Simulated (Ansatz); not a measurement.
Basis-set extrapolation for `C=C(O)F` (PBE0-D4/def2-TZVP geometry, frozen core, the Gaussian-basis code of Ansatz). Multiplicity 1, RHF reference.

```tsv
	def2-TZVPP	def2-QZVPP
HF	-251.865574	-251.876947
MP2 correlation	-0.804751	-0.869434
CCSD(T) correlation	-0.851847	not run
```

Energies in hartree. Use E(X) = E(∞) + A·exp(−7.88·√X) for Hartree–Fock and E(X) = E(∞) + B·X^(−2.97) for correlation, with X = 3 and 4, and add CCSD(T) minus MP2 of the smaller set to the MP2 limit.

Q: What is the CCSD(T) energy at the basis-set limit?

A: HF limit: -251.876947 + (-0.011373) × 0.13774 = -251.87851. MP2 limit: -0.869434 + (-0.064683) × 0.74074 = -0.91735. Higher-order term: -0.851847 − (-0.804751) = -0.04710. Total: -252.84296 hartree, 329.6 kJ/mol below CCSD(T)/def2-TZVPP.
